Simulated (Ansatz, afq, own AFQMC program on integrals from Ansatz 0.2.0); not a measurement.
# Breaking Ga2–H5 in GaH₂OF, singlet

```xyz
5

O    -1.1377   -0.5803   -0.2753
Ga    0.3839    0.2800    0.0122
F     0.4429    1.7898   -0.8644
H    -1.2205   -1.4207    0.1867
H     1.5815   -0.1425    0.8995
```

Products: GaHOF (doublet; OH–Ga–F) and H (doublet), each relaxed with PBE0/def2-SVP like the molecule; electronic energies without zero-point terms. Determinants: RHF, UHF and UHF in that order.

Basis def2-TZVP. Noble-gas cores (and the filled d shells of Ga–Kr and In–Xe) are frozen. AFQMC by an in-house program on the Cholesky factors that Ansatz 0.2.0 writes for its CCSD(T) run. The CISD trial takes its coefficients from CCSD amplitudes. Released means that phaseless walkers are propagated on without the constraint, phases kept. ± is one standard error of the sampling. No spin–orbit coupling. The errors of all members are added in quadrature.

No full CI on the walks' own integrals is used here. The released AFQMC energy serves as the reference, which it does only where one determinant dominates, the energy is flat over the last release times and near the phaseless one (40 meV or 2 meV an electron, half that with transition metals). On small molecules, where full CI could be run and the noise was under 10 meV, such values lay within 10 meV of it in 19 cases of 20, a flattering rate, since the rule was set on those same cases; what remains of the bias isn't in the error bar. Each member takes its own surest rung, up to full CI.

The best estimate is CCSD(T) at the basis-set limit (CBS: def2-TZVPP and def2-QZVPP, with their diffuse functions for anions and beside diffuse sets, CCSD(T) itself extrapolated) plus the step from CCSD(T) to AFQMC with the constraint released in def2-TZVP. Rows without CBS are in def2-TZVP; B2PLYP and the wave-function rows carry a basis error of their own. Core correlation and relativity beyond core potentials are missing, and ± holds the sampling alone.

Cautions: inner d shell frozen; no relativity below Rb; no spin-orbit coupling; GaH₂OF (singlet): the released value is read at 1.50 1/Eh (meV from the phaseless value at times in 1/Eh: 12 ± 6 at 0.24, 7 ± 7 at 0.51, 16 ± 8 at 0.99, 17 ± 10 at 1.50); GaHOF (doublet): the released value is read at 1.50 1/Eh with a noise of 15 meV, more than in the cases checked (meV from the phaseless value at times in 1/Eh: -9 ± 8 at 0.24, -4 ± 9 at 0.51, -5 ± 11 at 0.99, -7 ± 15 at 1.50).

```csv
level,bond energy (kcal/mol)
B3LYP,80.3
CCSD,81.0
r2SCAN,79.5
```

Question: From these cheaper values, estimate the bond energy at the level of the best estimate.

Answer: 83.0 ± 0.4 kcal/mol (best estimate, highest rung released AFQMC).

```
         level  bond energy (kcal/mol)  error against the best estimate (kcal/mol)
            HF                    64.4                                 -18.6 ± 0.4
           MP2                    77.2                                  -5.8 ± 0.4
       CCSD(T)                    80.6                                  -2.4 ± 0.4
 ph-AFQMC/CISD              81.1 ± 0.2                                  -1.9 ± 0.5
released AFQMC              80.6 ± 0.4                                        -2.4
        HF/CBS                    64.5                                 -18.5 ± 0.4
       MP2/CBS                    80.3                                  -2.7 ± 0.4
   CCSD(T)/CBS                    83.0                                   0.0 ± 0.4
           PBE                    76.9                                  -6.1 ± 0.4
          PBE0                    79.1                                  -3.9 ± 0.4
       wB97M-V                    82.6                                  -0.5 ± 0.4
        B2PLYP                    80.2                                  -2.8 ± 0.4
```

Correlation beyond CCSD(T) changes it by less than twice the noise. Going to the basis-set limit adds 2.4 kcal/mol at CCSD(T). The perturbative (T) step is worth −0.4 kcal/mol.

Best estimates are given only where the step beyond CCSD(T) is under 0.3 eV and no member's determinant is very poor (T1 over 0.05, or 0.07 for open shells, ⟨S²⟩ too high by 0.3, two states mixed), so the hardest cases are missing from such tables.

The functionals ran in a triple-zeta set and keep a basis error of their own, a few kJ/mol for each bond in atomization energies and more for double hybrids, so close places among them and the extrapolated levels can swap.

Each member of a difference takes its own highest rung, so a best estimate needn't equal the limit plus the step of one row. Released energies are given only where the last usable release times agree within the noise; a slower fall can still hide under it.
